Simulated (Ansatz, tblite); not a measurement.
# AlMe2H (C₂H₇Al): rung by rung

How do method and basis change the picture of AlMe2H (C₂H₇Al) (singlet)?

Method: as each input shows; program: Ansatz 0.2.0, Gaussian basis.

The runs, in order: GFN1-xTB, GFN2-xTB, PBE-D4/def2-TZVP, r2SCAN-D4/def2-TZVP, r2SCANh-D4/def2-TZVP, B97M-V/def2-TZVP, BLYP-D4/def2-TZVP, PBE-D4/def2-SVP, PBE0-D4/def2-SVP, CCSD(T)/def2-TZVPP, MP2/def2-TZVP.

2 further runs of the same task are left out: 2 set aside as unsound or not needed.

## Step 1: The structure

The geometry is that of the singlet, from an earlier relaxation (r2SCAN-D4/def2-TZVP).

10 atoms, charge 0, spin multiplicity 1.

Bond lengths: Al1–C2 1.954 Å, Al1–C3 1.954 Å, Al1–H10 1.595 Å, C2–H4 1.096 Å, C2–H5 1.096 Å, C2–H6 1.092 Å, C3–H7 1.097 Å, C3–H8 1.096 Å, C3–H9 1.092 Å. Angles: C2–Al1–C3 119.5°, C2–Al1–H10 120.2°, C3–Al1–H10 120.2°, Al1–C2–H4 110.7°, Al1–C2–H5 111.2°, Al1–C2–H6 113.8°, H4–C2–H5 105.7°, H4–C2–H6 107.4°, H5–C2–H6 107.7°, Al1–C3–H7 110.6°, Al1–C3–H8 111.3°, Al1–C3–H9 113.7°, H7–C3–H8 105.7°, H7–C3–H9 107.3°, H8–C3–H9 107.8°.

PBE0-D4/def2-TZVP was run before; its log isn't repeated, and its numbers join the tables.

## Step 2: GFN1-xTB

Tight binding, by tblite at 300 K electronic temperature and without a spin-polarisation term:

```python
tblite.interface.Calculator('GFN1-xTB', numbers, positions, charge=0, uhf=0).singlepoint()
```

Energy -251.6981 eV, HOMO -11.11 eV, LUMO -5.50 eV; 0.003 s.

## Step 3: GFN2-xTB

Tight binding, by tblite at 300 K electronic temperature and without a spin-polarisation term:

```python
tblite.interface.Calculator('GFN2-xTB', numbers, positions, charge=0, uhf=0).singlepoint()
```

Energy -241.7103 eV, HOMO -10.09 eV, LUMO -5.37 eV; 0.003 s.

## Step 4: PBE-D4/def2-TZVP

start.molden holds the orbitals of an earlier run on this state, given as this run's starting guess.

File in.yaml:

```yaml
crystal:
  periodic: [false, false, false]
  atoms:
    - {symbol: Al, position_ang: [-0.385582, -0.657288, -0.002321]}
    - {symbol: C, position_ang: [1.568403, -0.663493, -0.001312]}
    - {symbol: C, position_ang: [-1.343835, 1.045571, 0.005863]}
    - {symbol: H, position_ang: [1.957771, -0.196455, 0.911136]}
    - {symbol: H, position_ang: [1.966750, -0.068913, -0.831292]}
    - {symbol: H, position_ang: [2.005440, -1.662387, -0.069105]}
    - {symbol: H, position_ang: [-1.151199, 1.601229, -0.919794]}
    - {symbol: H, position_ang: [-0.997582, 1.694218, 0.818254]}
    - {symbol: H, position_ang: [-2.426929, 0.940282, 0.102132]}
    - {symbol: H, position_ang: [-1.193248, -2.032764, -0.013581]}
basis:
  gaussian: {orbitals: def2-TZVP, initial_orbitals: start.molden}
hamiltonian: {xc: pbe, dispersion: d4}
scf: {omitted_lower_state_checks: [starts]}
output: {forces: true, orbitals: {seedname: orbitals}}
```

Run with:

```console
$ ansatz run in.yaml --threads 2 --pin off --events-out ev --progress --plain --max-ram 4352MiB
```

Output, cut to the lines that bear on the results:

```text
Functional definition: PBE
  name "PBE"
  cite "Perdew, Burke & Ernzerhof, Phys. Rev. Lett. 77, 3865 (1996) doi:10.1103/PhysRevLett.77.3865"
  parent pbe
[...]
927 factors; their error is unknown
[...]
mean field -8779.11673291 eV, -322.6265892355 hartree, gradient 1.1e-5 eV, S^2 0.000000; 0 other end points of the search recorded, 0 dependent functions left out
[...]
reference -8779.11677886 eV, -322.6265909240 hartree; 16, 16 occupied and 125, 125 virtual orbitals, 927 factors
Total energy: -8779.25283550 eV, -322.6315909134 hartree
Atom 0 at    -0.385582    -0.657288    -0.002321 Å, force    -0.019594    -0.033661    -0.000158 eV/Å
Atom 1 at     1.568403    -0.663493    -0.001312 Å, force    -0.039813    -0.006565    -0.000328 eV/Å
Atom 2 at    -1.343835     1.045571     0.005863 Å, force     0.013770    -0.037753     0.000968 eV/Å
Atom 3 at     1.957771    -0.196455     0.911136 Å, force     0.064354     0.095427     0.192133 eV/Å
Atom 4 at     1.966750    -0.068913    -0.831292 Å, force     0.066286     0.123393    -0.175274 eV/Å
Atom 5 at     2.005440    -1.662387    -0.069105 Å, force     0.073549    -0.216475    -0.015524 eV/Å
Atom 6 at    -1.151199     1.601229    -0.919794 Å, force     0.046610     0.099925    -0.194606 eV/Å
Atom 7 at    -0.997582     1.694218     0.818254 Å, force     0.080072     0.120665     0.171795 eV/Å
Atom 8 at    -2.426929     0.940282     0.102132 Å, force    -0.224356    -0.041291     0.021851 eV/Å
Atom 9 at    -1.193248    -2.032764    -0.013581 Å, force    -0.060877    -0.103664    -0.000858 eV/Å
Dipole moment:     0.075820     0.129143     0.000957 e Å
Checks for a lower state left out: starts
```

Run time: 1.8 s. Hardware: 2 threads of Arm Neoverse V1, shared host.

From the report: HOMO -6.50 eV, LUMO -1.63 eV.

## Step 5: r2SCAN-D4/def2-TZVP

in.yaml: that of step 4 with these lines changed.

```diff
@@ -15,4 +15,4 @@
   gaussian: {orbitals: def2-TZVP, initial_orbitals: start.molden}
-hamiltonian: {xc: pbe, dispersion: d4}
+hamiltonian: {xc: r2scan, dispersion: d4}
 scf: {omitted_lower_state_checks: [starts]}
-output: {forces: true, orbitals: {seedname: orbitals}}
+output: {orbitals: {seedname: orbitals}}
```

Launched as before.

Output:

```text
Functional definition: r2SCAN
  name "r2SCAN"
  cite "Furness, Kaplan, Ning, Perdew & Sun, J. Phys. Chem. Lett. 11, 8208 (2020) doi:10.1021/acs.jpclett.0c02405"
  cite "Furness, Kaplan, Ning, Perdew & Sun, J. Phys. Chem. Lett. 11, 9248 (2020) doi:10.1021/acs.jpclett.0c03077"
  parent r2scan
  parameter k0 = 0.174
  parameter k1 = 0.065
  parameter a1 = 4.9479
  exchange = r2scan_x(k0 = k0, k1 = k1, a1 = a1)
  correlation = r2scan_c
these checks for a lower state are left out or cut short: starts
927 factors; their error is unknown
mean field evaluation 1: about -8784.0319 eV, gradient 4.9e0 eV
mean field evaluation 2: about -8784.0561 eV, gradient 2.9e-2 eV
mean field evaluation 4: about -8784.0387 eV, gradient 1.3e-4 eV
mean field -8784.03865597 eV, -322.8074665716 hartree, gradient 2.4e-5 eV, S^2 0.000000; 0 other end points of the search recorded, 0 dependent functions left out
reference -8784.03866925 eV, -322.8074670596 hartree; 16, 16 occupied and 125, 125 virtual orbitals, 927 factors
Total energy: -8784.07257540 eV, -322.8087130876 hartree
Checks for a lower state left out: starts
```

It took 2.8 s on 2 threads of Arm Neoverse V1, shared host.

Report: HOMO -6.77 eV, LUMO -1.26 eV.

## Step 6: r2SCANh-D4/def2-TZVP

in.yaml: that of step 5 with these lines changed.

```diff
@@ -15,3 +15,3 @@
   gaussian: {orbitals: def2-TZVP, initial_orbitals: start.molden}
-hamiltonian: {xc: r2scan, dispersion: d4}
+hamiltonian: {xc: {name: r2SCANh}, dispersion: d4}
 scf: {omitted_lower_state_checks: [starts]}
```

Same command.

Output, cut to the lines that bear on the results:

```text
Functional definition: r2SCANh
  name "r2SCANh"
  cite "Bursch, Neugebauer, Ehlert & Grimme, J. Chem. Phys. 156, 134105 (2022) doi:10.1063/5.0086040"
  cite "Furness, Kaplan, Ning, Perdew & Sun, J. Phys. Chem. Lett. 11, 8208 (2020) doi:10.1021/acs.jpclett.0c02405"
  cite "Furness, Kaplan, Ning, Perdew & Sun, J. Phys. Chem. Lett. 11, 9248 (2020) doi:10.1021/acs.jpclett.0c03077"
  parent r2scan
[...]
927 factors; their error is unknown
[...]
mean field -8783.92674102 eV, -322.8033537731 hartree, gradient 2.1e-5 eV, S^2 0.000000; 0 other end points of the search recorded, 0 dependent functions left out
reference -8783.92675320 eV, -322.8033542208 hartree; 16, 16 occupied and 125, 125 virtual orbitals, 927 factors
Total energy: -8783.96266717 eV, -322.8046740348 hartree
Checks for a lower state left out: starts
```

Wall time 3.2 s (2 threads of Arm Neoverse V1, shared host).

HOMO -7.24 eV, LUMO -1.01 eV.

## Step 7: B97M-V/def2-TZVP

in.yaml: that of step 6 with these lines changed.

```diff
@@ -15,3 +15,3 @@
   gaussian: {orbitals: def2-TZVP, initial_orbitals: start.molden}
-hamiltonian: {xc: {name: r2SCANh}, dispersion: d4}
+hamiltonian: {xc: {name: B97M-V}}
 scf: {omitted_lower_state_checks: [starts]}
```

Same command.

Output, cut to the lines that bear on the results:

```text
Functional definition: B97M-V
  name "B97M-V"
  cite "Mardirossian & Head-Gordon, J. Chem. Phys. 142, 074111 (2015) doi:10.1063/1.4907719"
  cite "Becke, J. Chem. Phys. 107, 8554 (1997) doi:10.1063/1.475007"
  cite "Vydrov & Van Voorhis, J. Chem. Phys. 133, 244103 (2010) doi:10.1063/1.3521275"
  # Of w^i u^j: cxij and so on, Table III.
[...]
  gx(w, u) = cx00 + cx01*u + cx02*u^2 + (cx10 + cx11*u)*w
  gss(w, u) = css00 + css02*u^2 + css10*w + (css32*w^3 + css42*w^4)*u^2
  gos(w, u) = cos00 + cos01*u + cos03*u^3 + cos10*w + cos32*w^3*u^2
[...]
      + integral(e_c_pw_mod_opposite_spin*gos(b97_w_opposite, b97_u_opposite)) + vv10(b, c)
[...]
927 factors; their error is unknown
[...]
mean field -8784.81663100 eV, -322.8360566266 hartree, gradient 1.1e-5 eV, S^2 0.000000; 0 other end points of the search recorded, 0 dependent functions left out
reference -8784.81669603 eV, -322.8360590164 hartree; 16, 16 occupied and 125, 125 virtual orbitals, 927 factors
Total energy: -8784.81669603 eV, -322.8360590164 hartree
Checks for a lower state left out: starts
```

It took 6.5 s on 2 threads of Arm Neoverse V1, shared host.

HOMO -6.86 eV, LUMO -1.49 eV.

## Step 8: BLYP-D4/def2-TZVP

in.yaml: that of step 7 with these lines changed.

```diff
@@ -15,3 +15,3 @@
   gaussian: {orbitals: def2-TZVP, initial_orbitals: start.molden}
-hamiltonian: {xc: {name: B97M-V}}
+hamiltonian: {xc: {name: BLYP}, dispersion: d4}
 scf: {omitted_lower_state_checks: [starts]}
```

The command is unchanged.

Output:

```text
Functional definition: BLYP
  name "BLYP"
  cite "Becke, Phys. Rev. A 38, 3098 (1988) doi:10.1103/PhysRevA.38.3098"
  cite "Lee, Yang & Parr, Phys. Rev. B 37, 785 (1988) doi:10.1103/PhysRevB.37.785"
  parameter beta = 0.0042
  parameter a = 0.04918
  parameter b = 0.132
  parameter c = 0.2533
  parameter d = 0.349
  exchange = b88_x(beta = beta)
  correlation = lyp_c(a = a, b = b, c = c, d = d)
these checks for a lower state are left out or cut short: starts
927 factors; their error is unknown
mean field evaluation 1: about -8784.7139 eV, gradient 1.3e1 eV
mean field evaluation 2: about -8784.8889 eV, gradient 1.5e-1 eV
mean field evaluation 4: about -8784.8662 eV, gradient 2.2e-4 eV
mean field -8784.86618245 eV, -322.8378776087 hartree, gradient 2.3e-5 eV, S^2 0.000000; 0 other end points of the search recorded, 0 dependent functions left out
reference -8784.86656993 eV, -322.8378918485 hartree; 16, 16 occupied and 125, 125 virtual orbitals, 927 factors
Total energy: -8785.16504544 eV, -322.8488606212 hartree
Checks for a lower state left out: starts
```

Wall time 1.4 s (2 threads of Arm Neoverse V1, shared host).

HOMO -6.37 eV, LUMO -1.54 eV.

## Step 9: PBE-D4/def2-SVP

in.yaml: that of step 8 with these lines changed.

```diff
@@ -14,4 +14,4 @@
 basis:
-  gaussian: {orbitals: def2-TZVP, initial_orbitals: start.molden}
-hamiltonian: {xc: {name: BLYP}, dispersion: d4}
+  gaussian: {orbitals: def2-SVP, initial_orbitals: start.molden}
+hamiltonian: {xc: pbe, dispersion: d4}
 scf: {omitted_lower_state_checks: [starts]}
```

Same command.

Output:

```text
Functional definition: PBE
  name "PBE"
  cite "Perdew, Burke & Ernzerhof, Phys. Rev. Lett. 77, 3865 (1996) doi:10.1103/PhysRevLett.77.3865"
  parent pbe
  parameter kappa = 0.804
  parameter beta = 0.06672455060314922
  exchange = pbe_x(kappa = kappa, mu = beta*pi^2/3)
  correlation = pbe_c(beta = beta)
these checks for a lower state are left out or cut short: starts
915 factors; their error is unknown
mean field evaluation 1: about -8774.1882 eV, gradient 6.2e0 eV
mean field evaluation 2: about -8774.3018 eV, gradient 8.7e-2 eV
mean field evaluation 4: about -8774.2649 eV, gradient 9.2e-5 eV
mean field -8774.26491410 eV, -322.4482881829 hartree, gradient 1.0e-5 eV, S^2 0.000000; 0 other end points of the search recorded, 0 dependent functions left out
reference -8774.26495131 eV, -322.4482895504 hartree; 16, 16 occupied and 65, 65 virtual orbitals, 915 factors
Total energy: -8774.40100796 eV, -322.4532895398 hartree
Checks for a lower state left out: starts
```

It took 0.85 s on 2 threads of Arm Neoverse V1, shared host.

HOMO -6.44 eV, LUMO -1.57 eV.

## Step 10: PBE0-D4/def2-SVP

in.yaml: that of step 9 with these lines changed.

```diff
@@ -15,3 +15,3 @@
   gaussian: {orbitals: def2-SVP, initial_orbitals: start.molden}
-hamiltonian: {xc: pbe, dispersion: d4}
+hamiltonian: {xc: pbe0, dispersion: d4}
 scf: {omitted_lower_state_checks: [starts]}
```

The command is unchanged.

Output:

```text
Functional definition: PBE0
  name "PBE0"
  cite "Adamo & Barone, J. Chem. Phys. 110, 6158 (1999) doi:10.1063/1.478522"
  cite "Perdew, Burke & Ernzerhof, Phys. Rev. Lett. 77, 3865 (1996) doi:10.1103/PhysRevLett.77.3865"
  parent pbe
  parameter a = 0.25
  parameter kappa = 0.804
  parameter beta = 0.06672455060314922
  exchange = (1 - a)*pbe_x(kappa = kappa, mu = beta*pi^2/3) + a*exact_x
  correlation = pbe_c(beta = beta)
these checks for a lower state are left out or cut short: starts
948 factors; their error is unknown
mean field evaluation 1: about -8775.4252 eV, gradient 4.5e0 eV
mean field evaluation 2: about -8775.4845 eV, gradient 4.4e-2 eV
mean field evaluation 4: about -8775.5829 eV, gradient 6.9e-5 eV
mean field -8775.58293756 eV, -322.4967246517 hartree, gradient 7.1e-5 eV, S^2 0.000000; 0 other end points of the search recorded, 0 dependent functions left out
reference -8775.58296595 eV, -322.4967256951 hartree; 16, 16 occupied and 65, 65 virtual orbitals, 948 factors
Total energy: -8775.69767240 eV, -322.5009410792 hartree
Checks for a lower state left out: starts
```

Wall time 0.9 s (2 threads of Arm Neoverse V1, shared host).

HOMO -7.76 eV, LUMO -0.80 eV.

## Step 11: CCSD(T)/def2-TZVPP

in.yaml: that of step 10 with these lines changed.

```diff
@@ -14,4 +14,4 @@
 basis:
-  gaussian: {orbitals: def2-SVP, initial_orbitals: start.molden}
-hamiltonian: {xc: pbe0, dispersion: d4}
+  gaussian: {orbitals: def2-TZVPP, initial_orbitals: start.molden}
+correlation: {method: ccsd_t}
 scf: {omitted_lower_state_checks: [starts]}
```

Launched as before.

Output, cut to the lines that bear on the results:

```text
Functional definition: HF
  name "HF"
  cite "Fock, Z. Phys. 61, 126 (1930) doi:10.1007/BF01340294"
  parent pbe
[...]
1147 factors; integrals over basis functions are off by at most 1.3e-3 eV
[...]
mean field -8755.73755173 eV, -321.7674201739 hartree, gradient 1.8e-6 eV, S^2 0.000000; 0 other end points of the search recorded, 0 dependent functions left out
7 core orbitals not correlated: weight in the atoms' cores, before any rotation towards them, 1.000 or more for the frozen orbitals, at most 0.000 for the correlated occupied ones
reference -8755.73755173 eV, -321.7674201739 hartree; 9, 9 occupied and 186, 186 virtual orbitals, 1147 factors
second order -12.15222769 eV of doubles, -0.00000000 eV of singles
cycle   1  -12.92814727 eV  change   -7.8e-1 eV  update   6.9e-2
[...]
cycle   8  -13.29745242 eV  change   -5.8e-6 eV  update   1.6e-5
perturbative correction -0.46345232 eV, -0.0170315585 hartree
Total energy: -8769.49845646 eV, -322.2731240954 hartree
Checks for a lower state left out: starts
```

Wall time 44 s (2 threads of Arm Neoverse V1, shared host); peak memory 2.4 GiB.

Hartree-Fock HOMO -10.84 eV, LUMO 1.79 eV; T1 0.009.

## Step 12: MP2/def2-TZVP

in.yaml: that of step 11 with these lines changed.

```diff
@@ -14,4 +14,4 @@
 basis:
-  gaussian: {orbitals: def2-TZVPP, initial_orbitals: start.molden}
-correlation: {method: ccsd_t}
+  gaussian: {orbitals: def2-TZVP, initial_orbitals: start.molden}
+correlation: {method: mp2}
 scf: {omitted_lower_state_checks: [starts]}
```

The command is unchanged.

Output:

```text
Functional definition: HF
  name "HF"
  cite "Fock, Z. Phys. 61, 126 (1930) doi:10.1007/BF01340294"
  parent pbe
  exchange = exact_x
  correlation = 0
these checks for a lower state are left out or cut short: starts
963 factors; integrals over basis functions are off by at most 1.3e-3 eV
mean field evaluation 1: about -8755.2418 eV, gradient 2.2e1 eV
mean field evaluation 2: about -8755.6653 eV, gradient 4.9e-1 eV
mean field evaluation 4: about -8755.6719 eV, gradient 1.7e-3 eV
mean field -8755.67192905 eV, -321.7650085850 hartree, gradient 5.8e-6 eV, S^2 0.000000; 0 other end points of the search recorded, 0 dependent functions left out
7 core orbitals not correlated: weight in the atoms' cores, before any rotation towards them, 1.000 or more for the frozen orbitals, at most 0.000 for the correlated occupied ones
reference -8755.67192905 eV, -321.7650085850 hartree; 9, 9 occupied and 125, 125 virtual orbitals, 963 factors
second order -11.61187521 eV of doubles, -0.00000000 eV of singles
Total energy: -8767.28380426 eV, -322.1917371283 hartree
Checks for a lower state left out: starts
```

Wall time 1.1 s (2 threads of Arm Neoverse V1, shared host).

Hartree-Fock HOMO -10.84 eV, LUMO 1.78 eV.

## Step 13: Levels side by side

| level | functions | HOMO (eV) | LUMO (eV) | gap (eV) | time |
| --- | --- | --- | --- | --- | --- |
| PBE-D4/def2-SVP | 81 | -6.44 | -1.57 | 4.87 | 0.85 s |
| PBE-D4/def2-TZVP | 141 | -6.50 | -1.63 | 4.87 | 1.8 s |
| BLYP-D4/def2-TZVP | 141 | -6.37 | -1.54 | 4.83 | 1.4 s |
| r2SCAN-D4/def2-TZVP | 141 | -6.77 | -1.26 | 5.50 | 2.8 s |
| B97M-V/def2-TZVP | 141 | -6.86 | -1.49 | 5.37 | 6.5 s |
| r2SCANh-D4/def2-TZVP | 141 | -7.24 | -1.01 | 6.23 | 3.2 s |
| PBE0-D4/def2-SVP | 81 | -7.76 | -0.80 | 6.95 | 0.9 s |
| PBE0-D4/def2-TZVP | 141 | -7.78 | -0.86 | 6.92 | 1.6 s |

The pieces so far (eV):

| basis | HF | MP2 correlation | CCSD correlation | (T) | total |
| --- | --- | --- | --- | --- | --- |
| def2-TZVPP | -8755.7376 | -12.1522 | -13.2975 | -0.4635 | -8769.4985 |
| def2-TZVP | -8755.6719 | -11.6119 |  |  | -8767.2838 (MP2) |

## Step 14: Binding energy

Free atoms were run apart at each level; binding is atoms less cluster, divided by the number of atoms, without zero-point or spin-orbit terms.

Differences are taken before rounding.

| method | binding an atom (eV) | from CCSD(T)/def2-TZVPP (eV) | time |
| --- | --- | --- | --- |
| HF/def2-TZVP | 2.740 | -0.759 |  |
| HF/def2-TZVPP | 2.747 | -0.753 |  |
| PBE-D4/def2-SVP | 3.589 | +0.089 | 0.85 s |
| PBE-D4/def2-TZVP | 3.578 | +0.078 | 1.8 s |
| BLYP-D4/def2-TZVP | 3.533 | +0.033 | 1.4 s |
| r2SCAN-D4/def2-TZVP | 3.572 | +0.073 | 2.8 s |
| B97M-V/def2-TZVP | 3.589 | +0.089 | 6.5 s |
| r2SCANh-D4/def2-TZVP | 3.562 | +0.063 | 3.2 s |
| PBE0-D4/def2-SVP | 3.573 | +0.074 | 0.9 s |
| PBE0-D4/def2-TZVP | 3.556 | +0.057 | 1.6 s |
| MP2/def2-TZVP | 3.446 | -0.053 | 1.1 s |
| CCSD/def2-TZVPP | 3.467 | -0.032 |  |
| CCSD(T)/def2-TZVPP | 3.500 | 0 | 44 s |

Among the levels timed on like hardware and quicker than the yardstick, those that no quicker one beats, quickest first: PBE-D4/def2-SVP (0.85 s, +0.089 eV); PBE0-D4/def2-SVP (0.9 s, +0.074 eV); MP2/def2-TZVP (1.1 s, -0.053 eV); BLYP-D4/def2-TZVP (1.4 s, +0.033 eV).

## Step 15: Summary of results

| quantity | value |
| --- | --- |
| gap in def2-TZVP, named functionals, smallest and largest | 4.83 eV (BLYP-D4), 6.92 eV (PBE0-D4) |
| correlation energy, CCSD(T)/def2-TZVPP | -13.76 eV |
| correlation energy, MP2/def2-TZVP | -11.61 eV |
| binding an atom, CCSD(T)/def2-TZVPP | 3.500 eV |
| PBE0 total energy, smallest basis above largest | 4.71 eV (def2-SVP, def2-TZVP) |

In words: Over the named functionals in def2-TZVP the gap runs from 4.83 eV (BLYP-D4) to 6.92 eV (PBE0-D4); exact exchange widens it. The functionals in def2-TZVP miss CCSD(T)/def2-TZVPP by +0.033 (BLYP-D4) to +0.089 eV (B97M-V) an atom. CCSD(T)/def2-TZVPP isn't at the basis-set limit; small misses against it rank nothing.

For cost: BLYP-D4/def2-TZVP gets within 0.033 eV in 1.4 s, where CCSD(T)/def2-TZVPP took 44 s; the quickest level in the cost chart, PBE-D4/def2-SVP, takes 0.85 s and misses by 0.089 eV. The slowest run with a step of its own, CCSD(T)/def2-TZVPP, took 44 s; the quickest functional in def2-TZVP took 1.4 s (shared host).
